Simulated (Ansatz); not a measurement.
We consider bcc Fe, described by BLYP in Ansatz (plane waves, PAW).

Settings: plane-wave cutoff 520 eV, 26×26×26 k mesh, Fermi–Dirac smearing 0.05 eV, spin-polarised with parallel moments, scalar-relativistic PAW data made under PBE.

Cell (relaxed at this level):

```xyz
1
Lattice="-1.4365 1.4365 1.4365 1.4365 -1.4365 1.4365 1.4365 1.4365 -1.4365" Properties=species:S:1:pos:R:3 pbc="T T T"
Fe     0.0000     0.0000     0.0000
```
Starting moments (μB, in the order of the record's atoms Fe): 2.5.

Give the computed bulk modulus, magnetic moment per atom (the cell's total over its atoms) and pressure derivative B′ of the bulk modulus.


- bulk modulus = 165 GPa
- magnetic moment per atom (the cell's total over its atoms) = 2.21 μB
- pressure derivative B′ of the bulk modulus = 6.6

The run finds no gap.

Measured, for comparison: bulk modulus 174 GPa (corrected for temperature and zero-point phonon effects, our sources range from 170 to 175; as tabulated in Levämäki et al. (2014), arXiv:1402.3671). Computed (rounded) less measured: bulk modulus -5 % (-3 % to -6 % over the range).

Moments are spin moments.

Computed values are for the static lattice.

Ansatz is an electronic-structure program.
